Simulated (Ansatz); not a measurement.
Basis-set extrapolation for `COCC(=N)Cl` (PBE0-D4/def2-TZVP geometry, frozen core, Ansatz 0.2.0). Multiplicity 1, RHF reference.

|  | def2-TZVPP | def2-QZVPP |
| --- | --- | --- |
| HF | -705.988699 | -706.012821 |
| MP2 correlation | -1.127018 | -1.211732 |
| CCSD(T) correlation | -1.221541 | not run |

Energies in hartree. Use E(X) = E(∞) + A·exp(−7.88·√X) for Hartree–Fock and E(X) = E(∞) + B·X^(−2.97) for correlation, with X = 3 and 4, and add CCSD(T) minus MP2 of the smaller set to the MP2 limit.

Question: What is the CCSD(T) energy at the basis-set limit?

Answer: HF limit: -706.012821 + (-0.024122) × 0.13774 = -706.01614. MP2 limit: -1.211732 + (-0.084714) × 0.74074 = -1.27448. Higher-order term: -1.221541 − (-1.127018) = -0.09452. Total: -707.38514 hartree, 4.76 eV below CCSD(T)/def2-TZVPP.
